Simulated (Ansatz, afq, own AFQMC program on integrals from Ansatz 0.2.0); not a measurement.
**AlSO, doublet: a scan with AFQMC**

```
atom   x (Å)   y (Å)    z (Å)
  Al  0.0000  0.0000   1.6796
   O  0.0000  0.0000  -0.0411
   S  0.0000  0.0000  -1.6385
```

The Al1–O2 distance is changed with both sides rigid. Energies in kJ/mol count from this geometry (1.721 Å) at the same level; the start stands on UHF, each point on the determinant named.

Basis cc-pVDZ. Noble-gas cores (and the filled d shells of Ga–Kr and In–Xe) are frozen. Ansatz 0.2.0 and our own AFQMC program on the same integrals; the CISD trial comes from CCSD amplitudes, and released means the phaseless constraint is let go. ± is one standard error of the sampling.

Cautions, each for one point or more: higher spins were not checked; strong correlation; the search met a lower determinant of the same kind, perhaps of another symmetry, and this one is a saddle point; unrestricted determinant spin contaminated; walk and cluster series may follow different spin states.

```csv
r(Al1–O2) / Å,det.,T1,weight,⟨S²⟩,B3LYP,PBE,CCSD(T)
1.560,UHF,0.021,0.84,0.76,56.4,62.5,55.9
1.913,UHF,0.028,0.83,0.76,12.1,5.1,15.5
2.430,UHF,0.052,0.78,0.77,140.3§,116.1§,161.6
3.159,UHF¶,0.021,0.83,1.80,231.6§,204.5§,238.2
4.689,UHF¶,0.018,0.83,1.81,270.8§,246.9§,249.8
```

Question: Estimate the curve of phaseless AFQMC with a CISD trial, counted from the same start.

Answer: 
| r(Al1–O2) / Å | det. | T1 | weight | ⟨S²⟩ | ph-AFQMC/CISD | released AFQMC | CCSDT(Q) |
| --- | --- | --- | --- | --- | --- | --- | --- |
| 1.560 | UHF | 0.021 | 0.84 | 0.76 | 56.4 ± 3.7 | 62.1 ± 5.5* | – |
| 1.913 | UHF | 0.028 | 0.83 | 0.76 | 14.8 ± 3.4 | 14.9 ± 6.1* | 14.6 |
| 2.430 | UHF | 0.052 | 0.78 | 0.77 | 161.6 ± 4.6 | 156.6 ± 7.7* | 152.6 |
| 3.159 | UHF¶ | 0.021 | 0.83 | 1.80 | 234.9 ± 4.1 | 236.7 ± 6.9* | 235.3 |
| 4.689 | UHF¶ | 0.018 | 0.83 | 1.81 | 257.2 ± 3.3 | 257.0 ± 5.6* | 247.2 |

Weight is that of the determinant in the CISD state; at the start T1 is 0.024 and the weight 0.84, and ⟨S²⟩ is 0.76. ¶ marks points with a poor determinant and no full CI, where no value is sure; they don't count among the departures. An asterisk marks released energies that aren't shown to be converged. A dash marks a missing value, a released energy that hasn't settled or a functional that sits on another state. § marks a functional whose ⟨S²⟩ is too high by over 0.1. Largest departures from phaseless AFQMC with a CISD trial: CCSD(T) 0.6 kJ/mol at 1.913 (on UHF) (within the noise), CCSDT(Q) -9.1 kJ/mol at 2.430 (on UHF) (within the noise), B3LYP -2.8 kJ/mol at 1.913 (within the noise), PBE -9.7 kJ/mol at 1.913. The walk's constraint bias lies outside its error bars, so these are departures and not errors. Functionals count only at points shown to share the start's state and spin. In this small basis the wave-function levels are far from their limit, so their gap to the functionals isn't the functionals' error.

CCSDT and higher add their correlation energy to the determinant of the CCSD(T) run, since their own runs factorise the integrals more tightly (a shift of under 2 meV). A walk keeps the symmetry of its determinant, which the program's search chose and which needn't be the lowest solution, so a lower state of the same spin and another symmetry isn't excluded.
